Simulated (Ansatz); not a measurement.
Other settings, tried on the cluster Li3H3 (the lowest singlet isomer of a short search).

```yaml
crystal:
  periodic: [false, false, false]
  atoms:
    - {symbol: Li, position_ang: [1.097828, 0.100083, 1.188692]}
    - {symbol: Li, position_ang: [0.297924, -0.916108, -1.304074]}
    - {symbol: Li, position_ang: [-1.395088, 0.815962, 0.115122]}
    - {symbol: H, position_ang: [-0.328683, 1.014716, 1.441348]}
    - {symbol: H, position_ang: [1.545112, -0.898508, -0.129624]}
    - {symbol: H, position_ang: [-1.217093, -0.116145, -1.311455]}
basis:
  gaussian: {orbitals: "6-31G*"}
hamiltonian: {xc: {name: SVWN5}}
scf: {omitted_lower_state_checks: [starts]}
```

```sh
$ ansatz run in.yaml --threads 4 --pin off --events-out ev --progress --plain --max-ram 3916MiB
```

It prints (some lines left out):

```
Functional definition: SVWN5
501 factors; their error is unknown
mean field evaluation 1: about -648.2803 eV, gradient 1.9e1 eV
mean field evaluation 2: about -649.4299 eV, gradient 1.1e1 eV
mean field evaluation 4: about -650.1563 eV, gradient 7.3e-2 eV
mean field evaluation 8: about -650.1313 eV, gradient 5.5e-4 eV
mean field -650.13132179 eV, -23.8918854011 hartree, gradient 2.5e-5 eV, S^2 0.000000; 0 other end points of the search recorded, 0 dependent functions left out
reference -650.13138239 eV, -23.8918876279 hartree; 6, 6 occupied and 45, 45 virtual orbitals, 501 factors
Total energy: -650.13138239 eV, -23.8918876279 hartree
Checks for a lower state left out: starts
```

It took 0.3 s on 4 threads of Arm Neoverse N1 on a shared host.

The 6-31G sets use Cartesian d functions.
